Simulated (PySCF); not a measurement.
# S₄⁺, doublet: data card

Level of theory: UPBE0/[S def2-TZVP], no relativity, density fitting, PySCF.

The structure is a minimum.

| Item | Value |
| --- | --- |
| Point group | Cs |
| Bond lengths | S–S 1.841 Å, S–S 1.955 Å, S–S 2.289 Å (×2) |
| Bond angles | S–S–S 50.6°, S–S–S 64.7° (×2), S–S–S 117.1° (×2) |
| Enthalpy at 298.15 K above 0 K | 16.15 kJ/mol |
| Highest occupied level (α) | -13.22 eV |
| Rotational constants | 0.2042, 0.06027, 0.05278 cm⁻¹ |
| Principal polarisabilities | 43.8, 60.9, 113.7 bohr³ |
| Entropy at 298.15 K and 1 bar (electronic part: spin only) | 327.8 J/(mol K) |
| Rotational symmetry number | 1 |
| Dipole moment about the centre of mass | 0.62 D |
| Heat capacity Cp at 298.15 K | 69.7 J/(mol K) |
| Zero-point energy | 14.0 kJ/mol |
| Lowest empty level (β) | -9.93 eV |
| Principal quadrupole moments (Buckingham, traceless) about the centre of mass | -7.63, -2.18, 9.81 D Å |
| Spin squared ⟨S²⟩ | 0.770 |

Harmonic modes (masses in u: S 31.972):
```tsv
symmetry	ω (cm⁻¹)	IR (km/mol)
a''	100	0.8
a'	183	9.2
a''	254	0.6
a'	351	37.6
a'	662	2.1
a'	786	125
```

Charges (e):
```json
{"atom": "S1", "Mulliken": "0.25", "Löwdin": "0.27", "polar tensor": "0.05", "spin (Mulliken)": "0.56", "Mayer order to S1": "–"}
{"atom": "S2", "Mulliken": "0.25", "Löwdin": "0.27", "polar tensor": "0.05", "spin (Mulliken)": "0.56", "Mayer order to S1": "1.58"}
{"atom": "S3", "Mulliken": "0.35", "Löwdin": "0.26", "polar tensor": "0.97", "spin (Mulliken)": "-0.02", "Mayer order to S1": "0.73"}
{"atom": "S4", "Mulliken": "0.15", "Löwdin": "0.20", "polar tensor": "-0.07", "spin (Mulliken)": "-0.10", "Mayer order to S1": "0.26"}
```
Other Mayer orders above 0.3: S–S 0.73, S–S 2.02.

Mulliken populations on S1: s 5.91, p 9.66, d 0.17, f 0.01.

This need not be the most stable arrangement of these atoms. At this level a doublet minimum of D4h symmetry lies 50 kJ/mol below this structure.

The final relaxation and frequency run took 82 s on 4 threads of a shared Arm Neoverse V1 host, with 148 basis functions and 12 gradients; the process peaked at 1.5 GiB.
